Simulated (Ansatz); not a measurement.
# BSiC (quartet): from Hartree-Fock to the top rungs, def2-TZVPP

One table from this session's results is given with a row withheld; the runs are named, their logs left out.

Method: def2-TZVPP, core rule «outside noble gas», up to 7 orbitals frozen; program: Ansatz 0.2.0, Gaussian basis.

To be run: UHF; ROHF; CCSD(T) on UHF.

2 further runs of the same task are left out: 2 set aside as unsound or not needed.

## The system

The geometry is a PBE0/def2-TZVP stationary point (not a proven minimum) of the parent state, kept for this charge and spin.

3 atoms, charge 0, spin multiplicity 4.

Atoms are counted from 1 here; the program's logs count them from 0.

Bond lengths: B1–C2 1.370 Å, C2–Si3 1.676 Å. Angles: B1–C2–Si3 180.0°.

Set-up of the first run:

in.yaml reads:

```yaml
crystal:
  periodic: [false, false, false]
  atoms:
    - {symbol: B, position_ang: [0.000000, 0.000000, -1.472133]}
    - {symbol: C, position_ang: [0.000000, 0.000000, -0.102133]}
    - {symbol: Si, position_ang: [0.000000, 0.000000, 1.574267]}
basis:
  gaussian: {orbitals: def2-TZVPP}
magnetization: {spin_polarized: true, initial_magnetization: 3}
hamiltonian: {xc: hf}
output: {orbitals: {seedname: orbitals}}
```

Command:

```bash
$ ansatz run in.yaml --threads 1 --pin off --events-out ev --progress --plain --max-ram 4096MiB --backend cpu
```

Among the steps run: UHF; ROHF; CCSD(T) on UHF.

One table of the session follows, with a row left open; its other results are not shown here.

It belongs to the step «Misses and costs». 

```
  method  from UCCSD(T) (kcal/mol)
    ROHF                   +190.86
     UHF                   +186.30
    UMP2                         ?
   UCCSD                    +10.02
UCCSD(T)                         0
```

**Question.** Estimate the row for UMP2.

As computed: from UCCSD(T) (kcal/mol): +30.31. In the column «from UCCSD(T) (kcal/mol)» it lies between UCCSD (+10.02) and UHF (+186.30).
